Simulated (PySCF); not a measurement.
C4H5N. Atoms are numbered in the order given.

```xyz
10

C      0.0000     0.7135     0.9858
C      0.0000    -0.7135     0.9858
C      0.0000    -1.1248    -0.3342
N      0.0000     0.0000    -1.1223
C      0.0000     1.1248    -0.3342
H      0.0000     1.3667     1.8561
H      0.0000    -1.3667     1.8561
H      0.0000    -2.1209    -0.7708
H      0.0000     0.0000    -2.1333
H      0.0000     2.1209    -0.7708
```
Charge 0, spin multiplicity 1.

Geometry optimised at B3LYP-D3(BJ)/def2-SVP.

The numbers are results of PBE0/pcSseg-1 run with PySCF, not measurements.

GIAO shieldings, no solvent; atoms alike by connectivity are averaged. δ = σ(ref) − σ: ¹³C against TMS (σ = 186.3 ppm); ¹⁵N against NH3 (σ = 267.4 ppm); ¹H against TMS (σ = 31.56 ppm), references at their B3LYP-D3(BJ)/def2-TZVP geometries, non-relativistic.

```tsv
atoms	nucleus	count	δ (ppm)
C3, C5	¹³C	2	___
C1, C2	¹³C	2	___
N4	¹⁵N	1	174.7
H9	¹H	1	7.72
H8, H10	¹H	2	7.02
H6, H7	¹H	2	___
```

Task: What belongs in the gaps? (An estimate is asked for; the answer gives what the named calculation found.)

Result: 
- H6, H7, δ (ppm): 6.72
- C3, C5, δ (ppm): 123.0
- C1, C2, δ (ppm): 116.7
